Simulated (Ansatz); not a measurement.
**H2O with NH3: structure and interaction energy**

How do H2O and NH3 sit together, how strongly do they interact, and which methods get it right?

The runs use Ansatz 0.2.0, Gaussian basis; PBE0-D4 structure, single points in def2-TZVPPD.

Levels: PBE-D4, revPBE-D4, BLYP-D4, r2SCAN-D4, B97M-V, PBE0-D4, B3LYP-D4, HSE06-D4, wB97X-V, wB97M-V, B2PLYP, Hartree-Fock, MP2, CCSD, CCSD(T). The reference is CCSD(T) extrapolated to the basis limit.

Cores are frozen in the correlated methods. B3LYP uses VWN-RPA correlation. B2PLYP carries no dispersion term here.

176 further runs of the same task are left out: 176 set aside as unsound or not needed.

**1. Where the work starts**

The pair, from a GFN2-xTB docking trial: 7 atoms, charge 0, spin multiplicity 1.

Atoms are counted from 1 here; the program's logs count them from 0.

Bond lengths: O1–H2 0.974 Å, O1–H3 0.959 Å, N4–H5 1.013 Å, N4–H6 1.015 Å, N4–H7 1.014 Å. Angles: H2–O1–H3 106.0°, H5–N4–H6 107.9°, H5–N4–H7 107.6°, H6–N4–H7 108.2°.

Geometry (Å):

```xyz
7
charge 0, multiplicity 1
O    -0.00320   -0.36910   -1.86160
H    -0.05450   -0.26830   -0.89460
H     0.09110    0.51770   -2.21520
N    -0.02980    0.03390    0.97080
H    -0.37410   -0.83850    1.35440
H     0.93780    0.13940    1.25750
H    -0.56730    0.78490    1.38860
```

Atoms 1 to 3 are fragment A (H2O), the rest fragment B (NH3).

**2. A first relaxation in a small basis**

Input file pre/in.yaml:

```yaml
crystal:
  periodic: [false, false, false]
  atoms:
    - {symbol: O, position_ang: [-0.003200, -0.369100, -1.861600]}
    - {symbol: H, position_ang: [-0.054500, -0.268300, -0.894600]}
    - {symbol: H, position_ang: [0.091100, 0.517700, -2.215200]}
    - {symbol: N, position_ang: [-0.029800, 0.033900, 0.970800]}
    - {symbol: H, position_ang: [-0.374100, -0.838500, 1.354400]}
    - {symbol: H, position_ang: [0.937800, 0.139400, 1.257500]}
    - {symbol: H, position_ang: [-0.567300, 0.784900, 1.388600]}
basis:
  gaussian: {orbitals: def2-SVP}
hamiltonian: {xc: pbe, dispersion: d4}
relax: {f_tol: 0.03, max_steps: 250}
```

The run is started by

```sh
$ ansatz run in.yaml --threads 2 --pin off --events-out ev --progress --plain --max-ram 5222MiB
```

After this run come: Relaxation at PBE0-D4; PBE-D4/def2-TZVPPD; r2SCAN-D4/def2-TZVPPD; PBE0-D4/def2-TZVPPD; B3LYP-D4/def2-TZVPPD; wB97X-V/def2-TZVPPD; wB97M-V/def2-TZVPPD; B2PLYP/def2-TZVPPD; BLYP-D4/def2-TZVPPD; revPBE-D4/def2-TZVPPD; B97M-V/def2-TZVPPD; HSE06-D4/def2-TZVPPD; CCSD(T)/def2-TZVPPD; MP2/def2-QZVPPD; Vibrations of the pair.

Q: Predict the outcome of this session. Wanted: interaction energy, CCSD(T)/CBS; of it Hartree-Fock; D4 term of PBE0-D4; shortest contact; lowest wavenumber.

As calculated:

```
                        quantity          value
 interaction energy, CCSD(T)/CBS  -27.21 kJ/mol
of it Hartree-Fock (basis limit)  -18.47 kJ/mol
              D4 term of PBE0-D4   -1.84 kJ/mol
                shortest contact   H2–N4 1.94 Å
               lowest wavenumber        22 cm⁻¹
```

**Reading.** The pair is bound by 27.21 kJ/mol at fixed fragment shapes. Hartree-Fock gives 68 % of it, so electrostatics and correlation both count. Among the functionals B97M-V lands nearest to CCSD(T)/CBS (-0.01 kJ/mol) and PBE-D4 farthest (-3.89 kJ/mol). Mean unsigned error by rung: GGA 1.59, meta-GGA 1.00, hybrid 2.40, screened hybrid 3.11, range-separated hybrid 0.39, double hybrid 1.08 kJ/mol. PBE-D4 gives an interaction energy 3.89 kJ/mol too low, an error of 14 % of the reference. CCSD(T) moves by -1.74 kJ/mol from triple zeta to the limit; gaps between functionals far smaller than that don't rank them. A lower arrangement may exist.
